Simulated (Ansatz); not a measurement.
```yaml
crystal:
  periodic: [false, false, false]
  atoms:
    - {symbol: O, position_ang: [-0.192058, 0.389194, 1.942157]}
    - {symbol: C, position_ang: [-0.512719, 0.051988, 0.628095]}
    - {symbol: N, position_ang: [0.614264, 0.280867, -0.243586]}
    - {symbol: C, position_ang: [0.722145, -0.304633, -1.329637]}
    - {symbol: F, position_ang: [-0.166843, -1.195375, -1.805234]}
    - {symbol: H, position_ang: [0.250513, 1.243145, 1.922517]}
    - {symbol: H, position_ang: [-1.352975, 0.651797, 0.248343]}
    - {symbol: H, position_ang: [-0.820369, -0.996796, 0.642672]}
    - {symbol: H, position_ang: [1.546641, -0.166588, -2.022629]}
basis:
  gaussian: {orbitals: "6-31G*"}
magnetization: {spin_polarized: true, initial_magnetization: 2}
hamiltonian: {xc: {name: wB97X-D}}
accuracy: high
```

```sh
$ ansatz run in.yaml --threads 2 --pin off --events-out ev --progress --plain --max-ram 4352MiB
```

Output, abridged:

```
Error: YAML parse error: error: line 16 column 19: hamiltonian.xc: no functional is named "wB97X-D"; the names, which are not case-sensitive, are SVWN5, SPW92, PBE, PBE0, PBEsol, revPBE, revPBE0, RPBE, rPW86-PBE, HSE06, wPBEh, LC-wPBE, HISS, HF, BLYP, B3LYP, B3LYP5, BHLYP, CAM-B3LYP, r2SCAN, r2SCANh, r2SCAN0, r2SCAN50, m-r2SCAN, B97, wB97, wB97X, wB97X-V, B97M-V, wB97M-V, B2PLYP, B2GP-PLYP, PBE0-DH, PBE-QIDH
  --> <input>:16:19
   |
14 |   gaussian: {orbitals: "6-31G*"}
15 | magnetization: {spin_polarized: true, initial_magnetization: 2}
16 | hamiltonian: {xc: {name: wB97X-D}}
   |                   ^ hamiltonian.xc: no functional is named "wB97X-D"; the names, which are not case-sensitive, are SVWN5, SPW92, PBE, PBE0, PBEsol, revPBE, revPBE0, RPBE, rPW86-PBE, HSE06, wPBEh, LC-wPBE, HISS, HF, BLYP, B3LYP, B3LYP5, BHLYP, CAM-B3LYP, r2SCAN, r2SCANh, r2SCAN0, r2SCAN50, m-r2SCAN, B97, wB97, wB97X, wB97X-V, B97M-V, wB97M-V, B2PLYP, B2GP-PLYP, PBE0-DH, PBE-QIDH
17 | accuracy: high
   |
```

In this input the method's name isn't one that the program takes here. The input was rejected before any iteration.
